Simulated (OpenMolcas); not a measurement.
**How basis sets differ on Si2NH7 (SMILES [SiH3]N[SiH3])**

Si2NH7 has 10 atoms, charge 0, and is taken as a singlet. SMILES: `[SiH3]N[SiH3]`. The shape is that of a PBE0-D4/def2-TZVP optimisation.

Quantity: the HOMO–LUMO gap, in eV. The values are calculated.

```
                          level          kind     program  value (eV)
              HF/ANO-R0 (sfX2C)  Hartree–Fock  OpenMolcas       13.96
                      HF/STO-3G  Hartree–Fock  OpenMolcas       19.89
                       HF/3-21G  Hartree–Fock  OpenMolcas       14.51
HF/6-31G* (spherical functions)  Hartree–Fock  OpenMolcas       14.21
```

The values span 13.96 to 19.89 eV. A Hartree–Fock LUMO above zero doesn't converge with the basis: it sinks as sets grow more diffuse. Orbital gaps aren't excitation energies.
